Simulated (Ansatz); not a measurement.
Rutile MnO2 was calculated with PBEsol-D3(BJ) in Ansatz (PAW).

Run with plane-wave cutoff 520 eV, 8×8×12 k mesh (along the axes of the cell as run), Fermi–Dirac smearing 0.01 eV, spin-polarised with opposed moments, scalar-relativistic PAW data made under PBE.

Properties against volume:

Shape and atoms are relaxed at each volume.

```
V (Å³/atom)  P (GPa)  c (Å)  a (Å)
-----------  -------  -----  -----
8.567          11.43  2.787  4.295
8.746           5.41  2.805  4.325
8.924           0.00  2.822  4.356
9.103          -4.84  2.838  4.387
9.281          -9.16  2.853  4.418
```

Note: the gap of the solid is closed in this run; the collinear magnetic order is the start's and need not be the measured one; this level leaves the solid without a gap, although one is measured; the bulk modulus comes from volumes at which shape and atoms were relaxed.

Ansatz is a first-principles code.
